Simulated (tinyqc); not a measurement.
UKS/PBE in the sto-6g basis, for CH2, spin multiplicity 3, step by step. One step of it, computed by the program tinyqc.

Problem. Orthogonalisation. S = U s U^T; symmetric (Loewdin) form X = U s^(-1/2) U^T, so that X^T S X = 1.

overlap S:
```
,1C 1s,1C 2s,1C 2px,1C 2py,1C 2pz,2H 1s,3H 1s
1C 1s,1.000000,0.243228,0.000000,0.000000,0.000000,0.023043,0.023043
1C 2s,0.243228,1.000000,0.000000,0.000000,0.000000,0.270873,0.270873
1C 2px,0.000000,0.000000,1.000000,0.000000,0.000000,0.000000,0.000000
1C 2py,0.000000,0.000000,0.000000,1.000000,0.000000,0.256452,-0.256452
1C 2pz,0.000000,0.000000,0.000000,0.000000,1.000000,0.150934,0.150934
2H 1s,0.023043,0.270873,0.000000,0.256452,0.150934,1.000000,0.040054
3H 1s,0.023043,0.270873,0.000000,-0.256452,0.150934,0.040054,1.000000
```

Give: eigenvalues of S; X.

Solution.

eigenvalues of S: 0.5381  0.6167  0.8846  1.0000  1.0972  1.3432  1.5201

X:
```
,1C 1s,1C 2s,1C 2px,1C 2py,1C 2pz,2H 1s,3H 1s
1C 1s,1.0243,-0.1344,0.0000,0.0000,-0.0043,0.0158,0.0158
1C 2s,-0.1344,1.0886,0.0000,0.0000,0.0355,-0.1531,-0.1531
1C 2px,0.0000,0.0000,1.0000,0.0000,0.0000,0.0000,0.0000
1C 2py,0.0000,0.0000,0.0000,1.0568,0.0000,-0.1449,0.1449
1C 2pz,-0.0043,0.0355,0.0000,0.0000,1.0192,-0.0834,-0.0834
2H 1s,0.0158,-0.1531,0.0000,-0.1449,-0.0834,1.0697,-0.0097
3H 1s,0.0158,-0.1531,0.0000,0.1449,-0.0834,-0.0097,1.0697
```
